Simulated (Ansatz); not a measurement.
Basis-set extrapolation for `CCC(O)CC` (PBE0-D4/def2-TZVP geometry, frozen core, Ansatz). Multiplicity 1, RHF reference.

|  | def2-TZVPP | def2-QZVPP |
| --- | --- | --- |
| HF | -271.297885 | -271.310708 |
| MP2 correlation | -1.124481 | -1.199044 |
| CCSD(T) correlation | -1.228858 | not run |

Energies in hartree. Use E(X) = E(∞) + A·exp(−7.88·√X) for Hartree–Fock and E(X) = E(∞) + B·X^(−2.97) for correlation, with X = 3 and 4, and add CCSD(T) minus MP2 of the smaller set to the MP2 limit.

Question: What is the CCSD(T) energy at the basis-set limit?

Answer: HF limit: -271.310708 + (-0.012823) × 0.13774 = -271.31247. MP2 limit: -1.199044 + (-0.074563) × 0.74074 = -1.25428. Higher-order term: -1.228858 − (-1.124481) = -0.10438. Total: -272.67113 hartree, 90.6 kcal/mol below CCSD(T)/def2-TZVPP.
